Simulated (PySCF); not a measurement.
Species: nitryl fluoride, FNO₂.
SMILES: `O=[N+]([O-])F`

All values: PBE0/def2-SVPD (PySCF, non-relativistic), on one gas-phase PBE0-D3(BJ)/def2-SVP geometry that isn't relaxed in the solvent. The solvent is an IEF-PCM continuum (van der Waals radii × 1.2), and excitations are vertical TDDFT with non-equilibrium linear response and a frozen core. Specific hydrogen bonds and non-electrostatic terms are outside this model.

Gas-phase singlets (H = HOMO, L = LUMO):

```csv
state,E (eV),λ (nm),f,leading configurations
S1,5.159,240,0.000,H→L 99%
S2,6.544,189,0.000,H-2→L 100%
S3,7.208,172,0.021,"H→L+1 61%, H-1→L 37%"
S4,8.262,150,0.000,H-1→L+1 99%
S5,8.324,149,0.000,"H-3→L 81%, H-2→L+1 18%"
```

Problem. Give the list for methanol (ε = 32.61), n² = 1.77.

Solution. 
```json
{"state": "S1", "E (eV)": "5.203", "λ (nm)": "238", "f": "0.000", "leading configurations": "H→L 99%", "change by rank (eV)": "+0.044"}
{"state": "S2", "E (eV)": "6.590", "λ (nm)": "188", "f": "0.000", "leading configurations": "H-2→L 100%", "change by rank (eV)": "+0.046"}
{"state": "S3", "E (eV)": "7.196", "λ (nm)": "172", "f": "0.029", "leading configurations": "H→L+1 57%, H-1→L 41%", "change by rank (eV)": "-0.012"}
{"state": "S4", "E (eV)": "8.226", "λ (nm)": "151", "f": "0.000", "leading configurations": "H-1→L+1 99%", "change by rank (eV)": "-0.036"}
{"state": "S5", "E (eV)": "8.367", "λ (nm)": "148", "f": "0.000", "leading configurations": "H-3→L 81%, H-2→L+1 18%", "change by rank (eV)": "+0.043"}
```

Problem. What are the lowest 5 singlets in dimethylsulfoxide (ε = 46.83)?

Solution. 
| state | E (eV) | λ (nm) | f | leading configurations | change by rank (eV) |
| --- | --- | --- | --- | --- | --- |
| S1 | 5.203 | 238 | 0.000 | H→L 99% | +0.044 |
| S2 | 6.589 | 188 | 0.000 | H-2→L 100% | +0.045 |
| S3 | 7.191 | 172 | 0.032 | H→L+1 56%, H-1→L 42% | -0.017 |
| S4 | 8.225 | 151 | 0.000 | H-1→L+1 99% | -0.037 |
| S5 | 8.367 | 148 | 0.000 | H-3→L 81%, H-2→L+1 18% | +0.043 |

Problem. The ground-state energy changes by -0.077 eV from gas to dimethylsulfoxide. By how much does the total energy of gas-phase S1 change?

Solution. E(S1) = E(S0) + excitation energy, so it changes by -0.077 + 0.044 = -0.033 eV: it is lowered less than the ground state, which is what a blue shift means. This is the vertical state, with the slow part of the continuum still set for S0.

Problem. How do the frontier levels move from gas to dimethylsulfoxide?

Solution. 
```csv
orbital,gas (eV),solvent (eV),change (eV)
LUMO+2,1.78,1.91,+0.13
LUMO+1,-0.80,-0.64,+0.16
LUMO,-2.85,-2.65,+0.20
HOMO,-10.58,-10.43,+0.15
HOMO-1,-11.28,-11.08,+0.20
HOMO-2,-11.86,-11.72,+0.14
HOMO-3,-13.03,-12.88,+0.15
```

The HOMO–LUMO gap goes from 7.73 to 7.78 eV.
